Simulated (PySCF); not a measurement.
Molecule: `CC(N)=O`, C2H5NO.

Molfile (atoms numbered from 1):
```
C2H5NO
     RDKit          3D

  9  8  0  0  0  0  0  0  0  0999 V2000
   -1.0433   -0.2296   -0.2729 C   0  0  0  0  0  0  0  0  0  0  0  0
    0.1627    0.0839    0.5867 C   0  0  0  0  0  0  0  0  0  0  0  0
    1.3321    0.2578   -0.0864 N   0  0  0  0  0  0  0  0  0  0  0  0
    0.0874    0.1707    1.7938 O   0  0  0  0  0  0  0  0  0  0  0  0
   -1.4449   -1.2056    0.0352 H   0  0  0  0  0  0  0  0  0  0  0  0
   -0.8376   -0.2486   -1.3522 H   0  0  0  0  0  0  0  0  0  0  0  0
   -1.8212    0.5187   -0.0653 H   0  0  0  0  0  0  0  0  0  0  0  0
    2.1639    0.4656    0.4507 H   0  0  0  0  0  0  0  0  0  0  0  0
    1.4010    0.1870   -1.0898 H   0  0  0  0  0  0  0  0  0  0  0  0
  1  2  1  0
  2  3  1  0
  2  4  2  0
  1  5  1  0
  1  6  1  0
  1  7  1  0
  3  8  1  0
  3  9  1  0
M  END
```

Geometry PBE0-D3(BJ)/def2-SVP throughout; GIAO in PySCF 2.14, gas phase, one conformer, non-relativistic; equivalent atoms averaged; basis pcSseg-2.

Question: How do the shifts δ (against TMS, NH3, H2O at the same level) depend on the functional? (ppm; last column core-seconds on shared hosts with different chips, so compare them loosely; the GGAs took longer than the global hybrids here, which isn't the general rule, and the cause wasn't traced)

Answer: 
| functional | kind | C2 | C1 | N3 | O4 | H9 | H8 | H5/H6/H7 | core-s |
| --- | --- | --- | --- | --- | --- | --- | --- | --- | --- |
| HF | Hartree–Fock | 179.8 | 22.8 | 100.0 | 385.9 | 4.83 | 4.71 | 1.77 | 6.1 |
| LDA | LDA | 174.9 | 21.5 | 129.3 | 430.1 | 5.03 | 4.33 | 1.75 | 18 |
| PBE | GGA | 169.8 | 21.4 | 121.0 | 412.5 | 4.99 | 4.31 | 1.74 | 23 |
| BLYP | GGA | 171.1 | 21.5 | 120.4 | 411.9 | 4.96 | 4.30 | 1.77 | 22 |
| BP86 | GGA | 169.8 | 21.8 | 119.8 | 409.1 | 4.96 | 4.31 | 1.74 | 21 |
| OPBE | GGA | 163.6 | 21.3 | 115.6 | 398.2 | 5.06 | 4.37 | 1.71 | 22 |
| KT2 | GGA | 162.2 | 20.3 | 114.1 | 384.5 | 4.89 | 4.30 | 1.71 | 22 |
| KT3 | GGA | 160.5 | 20.5 | 111.4 | 380.8 | 4.96 | 4.34 | 1.72 | 21 |
| B97-D | GGA | 166.3 | 21.6 | 115.4 | 395.0 | 4.96 | 4.33 | 1.75 | 21 |
| B3LYP | global hybrid | 175.0 | 22.4 | 117.1 | 413.6 | 4.90 | 4.43 | 1.76 | 15 |
| PBE0 | global hybrid | 174.4 | 22.5 | 116.4 | 413.4 | 4.91 | 4.46 | 1.73 | 14 |
| mPW1PW91 | global hybrid | 174.7 | 22.6 | 116.0 | 413.7 | 4.90 | 4.45 | 1.73 | 15 |
| WP04 | global hybrid | 175.4 | 23.8 | 112.7 | 403.4 | 5.00 | 4.56 | 1.74 | 8 |
| B97-2 | global hybrid | 171.3 | 22.3 | 113.5 | 402.1 | 4.90 | 4.44 | 1.73 | 7.5 |
| BHandHLYP | global hybrid | 178.8 | 22.9 | 111.4 | 409.2 | 4.86 | 4.57 | 1.77 | 7.7 |
| CAM-B3LYP | range-separated hybrid | 179.5 | 23.1 | 116.8 | 416.7 | 4.84 | 4.48 | 1.77 | 11 |
| wB97X-D | range-separated hybrid | 176.9 | 23.5 | 115.0 | 412.8 | 4.85 | 4.48 | 1.74 | 10 |
| LC-wPBE | range-separated hybrid | 182.5 | 24.3 | 114.3 | 416.6 | 4.80 | 4.47 | 1.74 | 16 |

Question: Which nucleus moves most, in ppm?

Answer: O4 (amide-type carbonyl oxygen): from 380.8 ppm with KT3 to 430.1 ppm with LDA. The smallest spread is 0.06 ppm, at H5/H6/H7. Proton shifts span only some 12 ppm, so a few tenths of a ppm matter as much there as several ppm in carbon.
